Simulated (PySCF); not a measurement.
B(Cl)3 cation (BCl3), SMILES ClB(Cl)Cl (connectivity only; charge and spin as stated), charge +1, multiplicity 2.

Geometry optimised at r2SCAN-D4/def2-SVP. The spin state was assumed, not searched. The isomer is the one that the SMILES or the coordinates give; other isomers of the formula were not compared.

Calculation: PySCF with PBE/def2-TZVPD.

Isolated molecule, no solvent.

**Question.** Estimate the frontier levels, dipole moment and polarisability. (An estimate is asked for; the answer gives what the named calculation found.)

**Answer.** 
| Property | Value |
|---|---|
| α spin, highest occupied and lowest empty level | -14.65 and -8.79 eV |
| β spin, highest occupied and lowest empty level | -14.71 and -13.92 eV |
| dipole moment about the centre of nuclear charge | 0.00 D |
| mean static polarisability | 64.3 bohr³ (9.52 Å³) |
| polarisability, principal values | 35.0, 78.9, 78.9 bohr³ |
| ⟨S²⟩ | 0.752 (pure state 0.75) |
